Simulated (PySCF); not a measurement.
Ligands exchanged one at a time, Al Cl-I. Isolated molecules, 0 K electronic values unless said otherwise. Strings in code marks are SMILES.

The HOMO from two functionals at the same geometries (PBE0-D3(BJ)/def2-TZVP), both in PySCF: PBE-D3(BJ)/def2-TZVP and ωB97X-D3(BJ)/def2-TZVP. 

```tsv
species	PBE-D3(BJ)/def2-TZVP (eV)
0 of 3 Cl replaced by I (`[Cl][Al]([Cl])[Cl]`)	-7.95
1 of 3 Cl replaced by I (`[Cl][Al]([Cl])[I]`)	-7.04
2 of 3 Cl replaced by I (`[Cl][Al]([I])[I]`)	-6.79
3 of 3 Cl replaced by I	-6.61
```

Question: What does ωB97X-D3(BJ)/def2-TZVP give for each?

Answer: 
- 0 of 3 Cl replaced by I (`[Cl][Al]([Cl])[Cl]`): -11.87
- 1 of 3 Cl replaced by I (`[Cl][Al]([Cl])[I]`): -10.52
- 2 of 3 Cl replaced by I (`[Cl][Al]([I])[I]`): -10.20
- 3 of 3 Cl replaced by I: -9.99
Over these rows, drawn at random from the members with no instability flagged (it was tested for open shells, ions and some series alone), PBE minus ωB97X-D3(BJ): mean +3.54 eV, from +3.38 eV to +3.92 eV.
